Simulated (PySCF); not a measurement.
# methyl fluoride: gas-phase deprotonation enthalpies at several levels

Structure: `CF` (CH3F). Non-hydrogen atoms are numbered in `[CH3:1][F:2]`.

All levels share the PBE0-D3(BJ)/ma-def2-SVP structures and the PBE0-D3(BJ)/ma-def2-SVP thermal terms; only the single-point energies (PySCF) change. Values are gas-phase deprotonation enthalpies (298 K, kJ/mol).

Measured (NIST Chemistry WebBook): deprotonation enthalpy (ΔH) 1711 kJ/mol.

| level | C1 | time |
| --- | --- | --- |
| MP2/jun-cc-pV(T+d)Z | 1714 | 3.9 s |
| CCSD(T)/jun-cc-pV(T+d)Z | 1717 | 78 s |
| ωB97X-D3(BJ)/ma-def2-TZVP | 1722 | – |
| HF/jun-cc-pV(T+d)Z | 1749 | 0.6 s |

Times are wall times for all single points of a level on 1 thread of Arm Neoverse V1, a shared host; the dash marks the run that also made the structures.

Hartree-Fock leaves out electron correlation, so its deprotonation energies can be off by tens of kJ/mol.

The spread: 35 kJ/mol, from 1714 to 1749.
